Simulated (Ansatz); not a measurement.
Basis-set extrapolation for C3H5F, SMILES `C=CCF` (PBE0-D4/def2-TZVP geometry, frozen core, Ansatz). Multiplicity 1, RHF reference.

|  | def2-TZVPP | def2-QZVPP |
| --- | --- | --- |
| HF | -216.012467 | -216.022258 |
| MP2 correlation | -0.743140 | -0.799274 |
| CCSD(T) correlation | -0.803072 | not run |

Energies in hartree. Use E(X) = E(∞) + A·exp(−7.88·√X) for Hartree–Fock and E(X) = E(∞) + B·X^(−2.97) for correlation, with X = 3 and 4, and add CCSD(T) minus MP2 of the smaller set to the MP2 limit.

**Question.** What is the CCSD(T) energy at the basis-set limit?

**Answer.** HF limit: -216.022258 + (-0.009791) × 0.13774 = -216.02361. MP2 limit: -0.799274 + (-0.056134) × 0.74074 = -0.84085. Higher-order term: -0.803072 − (-0.743140) = -0.05993. Total: -216.92439 hartree, 68.3 kcal/mol below CCSD(T)/def2-TZVPP.
